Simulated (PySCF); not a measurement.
# C3H7OP: magnetic properties

What do calculations give for the magnetic properties of C3H7OP (`C[C@@H]1C[P@@H]1=O`)?

Programs: PySCF 2.14.0, with routines of our own; each step states its level. All values are computed. Atoms count from 0.

## 1. The starting structure

12 atoms, charge 0, multiplicity 1; geometry from: GFN2-xTB.

## 2. Relaxing the molecule at PBE0-D3(BJ)/def2-SVP

What the job is given:

```
{"job": {"xc": "PBE0", "basis": "def2-SVP", "d3": "d3bj", "grid": 1, "kind": "geom"}, "charge": 0, "multiplicity": 1}
C     -1.464780    -0.045171    -0.393232
C     -0.289002     0.124071     0.530731
C      0.957351     0.878024    -0.038125
P      1.169938    -0.894894     0.205619
O      1.282544    -1.852506    -0.897207
H     -1.928703     0.915508    -0.616147
H     -2.215421    -0.693499     0.055067
H     -1.132114    -0.498709    -1.326487
H     -0.543845     0.390930     1.548383
H      1.411030     1.609894     0.612142
H      0.867231     1.207890    -1.065431
H      1.886971    -1.142223     1.358661
```

Started as:

```console
> OMP_NUM_THREADS=1 python excited_run.py task.json out
```

This one command runs all jobs of the session in turn.

Standard output:

```text
step   0  E = -534.47573263  max force = 0.035532
step   1  E = -534.47898236  max force = 0.002751
step   2  E = -534.47907719  max force = 0.002523
step   3  E = -534.47911200  max force = 0.001087
step   4  E = -534.47912678  max force = 0.000390
optimisation converged
```

Run time: 14 s. Hardware: 1 thread of Intel Xeon Platinum 8488C, shared host; peak memory 0.49 GiB.

Step by step:

```
step  energy from step 0 (eV)  largest force component (eV/Å)
   0                   0.0000                          1.8271
   1                  -0.0884                          0.1415
   2                  -0.0910                          0.1297
   3                  -0.0920                          0.0559
   4                  -0.0924                          0.0201
```

Close pairs (by a distance rule), those that changed most:

```
  bond  before (Å)  after (Å)  change (Å)
P3–H11       1.380      1.417      +0.036
 P3–O4       1.465      1.493      +0.028
 C2–H9       1.079      1.095      +0.016
 C1–H8       1.082      1.097      +0.015
C2–H10       1.083      1.096      +0.013
 C0–H5       1.090      1.102      +0.012
 C1–P3       1.809      1.797      -0.012
 C0–H6       1.088      1.100      +0.011
```

The end geometry stands in the next job.

```
                         at the end point                value
  point group (found at 0.08 Å tolerance)                   C1
rotational constants (GHz, main isotopes)  6.749, 3.376, 2.690
                        dipole moment (D)                 3.78
```

## 3. Magnetic properties: GIAO KT3/pcSseg-1

What the job is given:

```
{"job": {"kind": "mag", "xc": "KT3", "basis": "pcSseg-1", "isotopologues": 2}, "charge": 0, "multiplicity": 1}
C     -1.490836     0.039799    -0.406938
C     -0.297530     0.132580     0.511755
C      0.985595     0.831504    -0.026248
P      1.114243    -0.939291     0.214933
O      1.233501    -1.987012    -0.842078
H     -1.949677     1.029724    -0.559206
H     -2.253998    -0.633087     0.010554
H     -1.201948    -0.360590    -1.390598
H     -0.535112     0.355580     1.559240
H      1.514811     1.527599     0.632912
H      0.931679     1.168831    -1.067764
H      1.778648    -1.154507     1.447453
```

Method: GIAO KT3/pcSseg-1 magnetisability, rotational g tensor and spin-rotation constants, non-relativistic, gas phase.

Standard output:

```text
coarse grid: 10312 points
cycle   1  E = -540.2355172730  dE =  7.176e-01  |g| = 1.036e+00  |ddm| = 3.194e+00
cycle   2  E = -537.5969354509  dE =  2.639e+00  |g| = 3.192e+00  |ddm| = 6.729e+00
cycle   3  E = -540.3876992678  dE = -2.791e+00  |g| = 5.082e-01  |ddm| = 6.471e+00
cycle   4  E = -540.4349744444  dE = -4.728e-02  |g| = 3.403e-01  |ddm| = 9.591e-01
cycle   5  E = -540.4642326709  dE = -2.926e-02  |g| = 5.887e-02  |ddm| = 3.589e-01
cycle   6  E = -540.4650261389  dE = -7.935e-04  |g| = 2.417e-02  |ddm| = 7.852e-02
cycle   7  E = -540.4651617759  dE = -1.356e-04  |g| = 7.865e-03  |ddm| = 2.575e-02
cycle   8  E = -540.4651746689  dE = -1.289e-05  |g| = 2.281e-03  |ddm| = 8.616e-03
cycle   9  E = -540.4651756383  dE = -9.694e-07  |g| = 9.042e-04  |ddm| = 2.405e-03
final grid: 94368 points
cycle  10  E = -540.5236571408  dE = -1.126e-04  |g| = 2.173e-02  |ddm| = 4.533e-02
cycle  11  E = -540.5231361390  dE =  5.210e-04  |g| = 5.508e-02  |ddm| = 7.129e-02
cycle  12  E = -540.5237254873  dE = -5.893e-04  |g| = 6.423e-03  |ddm| = 5.958e-02
cycle  13  E = -540.5237341845  dE = -8.697e-06  |g| = 2.211e-03  |ddm| = 8.519e-03
cycle  14  E = -540.5237355209  dE = -1.336e-06  |g| = 1.911e-04  |ddm| = 2.414e-03
cycle  15  E = -540.5237355302  dE = -9.333e-09  |g| = 5.484e-05  |ddm| = 3.082e-04
cycle  16  E = -540.5237355309  dE = -6.892e-10  |g| = 1.637e-05  |ddm| = 7.390e-05
converged SCF energy = -540.5237355309

Magnetisability tensor (1e-30 J/T^2)
     -894.16      -24.44      -29.67
      -24.44     -928.70      -84.51
      -29.67      -84.51    -1015.01
isotropic -945.96   principal values   -1074.78   -888.51   -874.58
isotropic susceptibility -56.967 1e-6 cm^3/mol

Inertial axes            a          b          c
rot. const./GHz      6.7492     3.3761     2.6904
chi total           -53.593    -61.153    -56.156
chi diamagnetic    -268.589   -439.612   -533.106
chi paramagnetic    214.997    378.459    476.951
quadrupole/D A       -3.941      0.680      3.261
g nuclear            0.6434     0.5888     0.5855
g electronic        -0.6817    -0.6003    -0.6028
g total             -0.0383    -0.0115    -0.0174

Spin-rotation constants (kHz, H = +C I.J)
atom  isotope        aa         bb         cc
  3    31P       10.625      3.677      3.596
  5     1H        0.026     -0.327     -0.240
  6     1H       -0.673     -0.154     -0.103
  7     1H       -0.511     -0.251     -0.095
  8     1H       -0.528     -0.331     -0.063
  9     1H       -0.732      0.060     -0.295
 10     1H       -0.745     -0.395      0.064
 11     1H       -0.306     -0.182     -0.003
  0    13C*       1.033      0.447      0.375
  1    13C*       1.213      0.421      0.375
  2    13C*       0.987      0.492      0.381
  4    17O*      -1.001     -0.242     -0.032
* in the singly substituted isotopologue

Isotopologues: g along a, b, c
2H    at 5,6,7,8,9,10,1    -0.0323    -0.0092    -0.0152
13C   at 0                 -0.0385    -0.0109    -0.0171
```

It took 16 s on 1 thread of Intel Xeon Platinum 8488C, shared host; peak memory 0.49 GiB.

In short:

```
              quantity                      value
       magnetisability            -946·10⁻³⁰ J/T²
  molar susceptibility         -57.0·10⁻⁶ cm³/mol
rotational g (a, b, c)  -0.0383, -0.0115, -0.0174
```

## 4. Magnetic properties: GIAO HF/cc-pVDZ

The job, as its differences from that of step 3:

```diff
@@ -1,2 +1,2 @@
-{"job": {"kind": "mag", "xc": "KT3", "basis": "pcSseg-1", "isotopologues": 2}, "charge": 0, "multiplicity": 1}
+{"job": {"kind": "mag", "xc": "HF", "basis": "cc-pVDZ", "scf": {"aux": "def2-qzvpp-jkfit"}}, "charge": 0, "multiplicity": 1}
 C     -1.490836     0.039799    -0.406938
```

Level: GIAO HF/cc-pVDZ magnetisability, rotational g tensor and spin-rotation constants, non-relativistic, gas phase.

Standard output:

```text
final grid: 94368 points
cycle   1  E = -533.0808560621  dE =  1.223e+00  |g| = 7.744e-01  |ddm| = 5.475e+00
cycle   2  E = -533.1490897639  dE = -6.823e-02  |g| = 6.522e-01  |ddm| = 2.017e+00
cycle   3  E = -533.2358567912  dE = -8.677e-02  |g| = 6.879e-02  |ddm| = 8.719e-01
cycle   4  E = -533.2376651757  dE = -1.808e-03  |g| = 1.094e-02  |ddm| = 1.768e-01
cycle   5  E = -533.2377185635  dE = -5.339e-05  |g| = 2.960e-03  |ddm| = 3.144e-02
cycle   6  E = -533.2377233082  dE = -4.745e-06  |g| = 9.627e-04  |ddm| = 8.444e-03
cycle   7  E = -533.2377238671  dE = -5.590e-07  |g| = 3.364e-04  |ddm| = 2.936e-03
cycle   8  E = -533.2377239466  dE = -7.941e-08  |g| = 1.091e-04  |ddm| = 1.181e-03
cycle   9  E = -533.2377239564  dE = -9.871e-09  |g| = 3.812e-05  |ddm| = 4.011e-04
cycle  10  E = -533.2377239577  dE = -1.266e-09  |g| = 1.314e-05  |ddm| = 1.364e-04
cycle  11  E = -533.2377239579  dE = -1.749e-10  |g| = 3.653e-06  |ddm| = 5.255e-05
converged SCF energy = -533.2377239579

Magnetisability tensor (1e-30 J/T^2)
     -970.77      -26.15      -33.36
      -26.15     -989.47      -80.04
      -33.36      -80.04    -1084.94
isotropic -1015.06   principal values   -1140.75   -962.44   -942.00
isotropic susceptibility -61.128 1e-6 cm^3/mol

Inertial axes            a          b          c
rot. const./GHz      6.7492     3.3761     2.6904
chi total           -57.663    -65.302    -60.420
chi diamagnetic    -269.219   -440.691   -534.663
chi paramagnetic    211.556    375.389    474.243
quadrupole/D A       -4.720      0.665      4.056
g nuclear            0.6434     0.5888     0.5855
g electronic        -0.6708    -0.5954    -0.5994
g total             -0.0274    -0.0066    -0.0140

Spin-rotation constants (kHz, H = +C I.J)
atom  isotope        aa         bb         cc
  3    31P        8.903      3.014      2.824
  5     1H       -0.016     -0.341     -0.249
  6     1H       -0.705     -0.169     -0.115
  7     1H       -0.546     -0.264     -0.104
  8     1H       -0.556     -0.349     -0.092
  9     1H       -0.767      0.023     -0.304
 10     1H       -0.765     -0.398      0.039
 11     1H       -0.410     -0.211     -0.033
  0    13C*       0.786      0.341      0.279
  1    13C*       0.930      0.262      0.244
  2    13C*       0.704      0.343      0.258
  4    17O*      -0.522     -0.092      0.086
* in the singly substituted isotopologue
```

Wall time 3.2 s (1 thread of Intel Xeon Platinum 8488C, shared host); peak memory 0.58 GiB.

From this job:

```csv
quantity,value
magnetisability,-1015·10⁻³⁰ J/T²
molar susceptibility,-61.1·10⁻⁶ cm³/mol
"rotational g (a, b, c)","-0.0274, -0.0066, -0.0140"
```

## 5. Magnetic properties: GIAO PW91/MINI

The job, as its differences from that of step 4:

```diff
@@ -1,2 +1,2 @@
-{"job": {"kind": "mag", "xc": "HF", "basis": "cc-pVDZ", "scf": {"aux": "def2-qzvpp-jkfit"}}, "charge": 0, "multiplicity": 1}
+{"job": {"kind": "mag", "xc": "PW91", "basis": "MINI", "scf": {"aux": "def2-universal-jkfit"}}, "charge": 0, "multiplicity": 1}
 C     -1.490836     0.039799    -0.406938
```

Method: GIAO PW91/MINI magnetisability, rotational g tensor and spin-rotation constants, non-relativistic, gas phase.

Standard output:

```text
final grid: 94368 points
cycle   1  E = -531.3286623244  dE =  9.011e-01  |g| = 7.163e-01  |ddm| = 5.141e+00
cycle   2  E = -526.7828049930  dE =  4.546e+00  |g| = 3.720e+00  |ddm| = 8.709e+00
cycle   3  E = -531.5089731216  dE = -4.726e+00  |g| = 4.039e-01  |ddm| = 7.247e+00
cycle   4  E = -531.5370827770  dE = -2.811e-02  |g| = 3.301e-01  |ddm| = 1.031e+00
cycle   5  E = -531.5647448554  dE = -2.766e-02  |g| = 1.408e-01  |ddm| = 3.925e-01
cycle   6  E = -531.5702699570  dE = -5.525e-03  |g| = 5.030e-02  |ddm| = 1.848e-01
cycle   7  E = -531.5710847791  dE = -8.148e-04  |g| = 3.143e-03  |ddm| = 9.497e-02
cycle   8  E = -531.5710878601  dE = -3.081e-06  |g| = 1.145e-03  |ddm| = 8.066e-03
cycle   9  E = -531.5710882614  dE = -4.013e-07  |g| = 4.262e-04  |ddm| = 2.931e-03
cycle  10  E = -531.5710883234  dE = -6.198e-08  |g| = 1.069e-04  |ddm| = 9.931e-04
cycle  11  E = -531.5710883277  dE = -4.296e-09  |g| = 9.854e-06  |ddm| = 2.565e-04
cycle  12  E = -531.5710883277  dE = -4.843e-11  |g| = 1.668e-06  |ddm| = 3.156e-05
converged SCF energy = -531.5710883277

Magnetisability tensor (1e-30 J/T^2)
    -1103.73      -10.56      -61.46
      -10.56    -1090.70      -28.86
      -61.46      -28.86    -1186.47
isotropic -1126.97   principal values   -1226.04  -1085.07  -1069.79
isotropic susceptibility -67.868 1e-6 cm^3/mol

Inertial axes            a          b          c
rot. const./GHz      6.7492     3.3761     2.6904
chi total           -65.286    -70.429    -67.888
chi diamagnetic    -279.987   -450.672   -544.222
chi paramagnetic    214.701    380.244    476.334
quadrupole/D A       -3.590      0.459      3.131
g nuclear            0.6434     0.5888     0.5855
g electronic        -0.6808    -0.6031    -0.6020
g total             -0.0373    -0.0143    -0.0166

Spin-rotation constants (kHz, H = +C I.J)
atom  isotope        aa         bb         cc
  3    31P        4.863      0.945      1.511
  5     1H       -0.122     -0.396     -0.289
  6     1H       -0.814     -0.228     -0.145
  7     1H       -0.661     -0.343     -0.151
  8     1H       -0.626     -0.383     -0.111
  9     1H       -0.848      0.005     -0.330
 10     1H       -0.883     -0.445      0.011
 11     1H       -0.476     -0.248     -0.088
  0    13C*       0.637      0.290      0.235
  1    13C*       0.736      0.156      0.109
  2    13C*       0.525      0.244      0.169
  4    17O*      -1.375     -0.279      0.141
* in the singly substituted isotopologue
```

Wall time 4.5 s (1 thread of Intel Xeon Platinum 8488C, shared host); peak memory 0.49 GiB.

In short:

```
              quantity                      value
       magnetisability           -1127·10⁻³⁰ J/T²
  molar susceptibility         -67.9·10⁻⁶ cm³/mol
rotational g (a, b, c)  -0.0373, -0.0143, -0.0166
```

## 6. Magnetic properties side by side

| level | ξ (10⁻³⁰ J/T²) | g(a) | g(b) | gap (eV) | functions | time |
| --- | --- | --- | --- | --- | --- | --- |
| GIAO KT3/pcSseg-1 | -946 | -0.0383 | -0.0115 | 5.58 | 127 | 16 s |
| GIAO HF/cc-pVDZ | -1015 | -0.0274 | -0.0066 | 14.40 | 109 | 3.2 s |
| GIAO PW91/MINI | -1127 | -0.0373 | -0.0143 | 5.79 | 36 | 4.5 s |

## 7. Outcome

| quantity | value |
| --- | --- |
| point group | C1 |
| rotational constants (main isotopes) | 6.75, 3.38, 2.69 GHz |
| magnetisability (step 3, GIAO KT3/pcSseg-1) | -946·10⁻³⁰ J/T² |
| molar susceptibility (step 3, GIAO KT3/pcSseg-1) | -57.0·10⁻⁶ cm³/mol |
| rotational g (a, b, c) (step 3, GIAO KT3/pcSseg-1) | -0.0383, -0.0115, -0.0174 |
| magnetisability over the levels | -1015 to -946·10⁻³⁰ J/T² |

What this shows: The optimisation took 4 steps and gained 0.092 eV; among the close pairs (by a distance rule), P3–H11 changed most, from 1.380 to 1.417 Å. No frequency check was run at this level, so the end point may be a saddle. GIAO PW91/MINI has a minimal basis, so it is left out of the spread where two other levels stand. The magnetisability spreads by 7.0 % over 2 levels, from GIAO HF/cc-pVDZ (3.2 s) to GIAO KT3/pcSseg-1 (16 s); the runs took 3.2 s to 16 s. Two levels can agree by chance, so this spread shows no convergence. Vibrational averaging and real surroundings are missing from these values.
